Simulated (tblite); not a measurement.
C₃H₃N₂ (charge -1).
Atom-mapped SMILES: `[cH:1]1[cH:2][n:3][n-:4][cH:5]1` (hydrogens: H6 on C1; H7 on C2; H8 on C5)
Bond orders are those of one Lewis drawing.

Computed with GFN2-xTB (tblite), gas phase: Langevin dynamics at 600 K from the optimised GFN2-xTB geometry, time step 0.5 fs, friction 0.01 fs⁻¹, 2000 steps.

Start geometry:
```
atom  x, y, z in Å
C1      0.021    0.776    0.010
C2      1.083   -0.122   -0.036
N3      0.636   -1.379   -0.045
N4     -0.704   -1.345   -0.007
C5     -1.086   -0.067    0.026
H6      0.049    1.859    0.028
H7      2.147    0.090   -0.062
H8     -2.138    0.199    0.061
```

The statistics below take the 31 frames saved every 25 fs from 250 to 1000 fs; their kinetic temperature (all 3N coordinates) averages 655 K.

Q: Give the mean, spread and extremes of the bond lengths.

A: 
| bond | start (Å) | mean (Å) | standard deviation (Å) | shortest (Å) | longest (Å) |
| --- | --- | --- | --- | --- | --- |
| C1–C2 | 1.392 | 1.390 | 0.026 | 1.320 | 1.452 |
| C2–N3 | 1.334 | 1.322 | 0.027 | 1.251 | 1.374 |
| N3–N4 | 1.341 | 1.348 | 0.034 | 1.268 | 1.404 |
| N4–C5 | 1.335 | 1.339 | 0.044 | 1.257 | 1.404 |
| C1–C5 | 1.392 | 1.404 | 0.034 | 1.322 | 1.456 |
| C1–H6 | 1.083 | 1.096 | 0.041 | 1.016 | 1.177 |
| C2–H7 | 1.085 | 1.091 | 0.043 | 1.008 | 1.174 |
| C5–H8 | 1.085 | 1.096 | 0.037 | 1.039 | 1.165 |

Q: How far does each atom move about its mean position (frames aligned on the start, all atoms weighted alike), and what rms force does it feel?

A: 
| atom | rms displacement (Å) | rms force (eV/Å) |
| --- | --- | --- |
| C1 | 0.09 | 2.50 |
| C2 | 0.09 | 2.88 |
| N3 | 0.07 | 2.17 |
| N4 | 0.09 | 2.76 |
| C5 | 0.06 | 2.94 |
| H6 | 0.15 | 1.34 |
| H7 | 0.12 | 1.42 |
| H8 | 0.13 | 1.19 |

The displacements run from 0.06 to 0.15 Å, the largest at H6.

The run is classical and short, so these are rough statistics of one trajectory.

What follows is the cost of the whole dynamics run. The run took 3.4 s wall on one thread of an Intel Xeon 6975P-C, no GPU, shared host with 192 logical CPUs at a one-minute load of 33, and the process peaked at 0.18 GiB of memory.
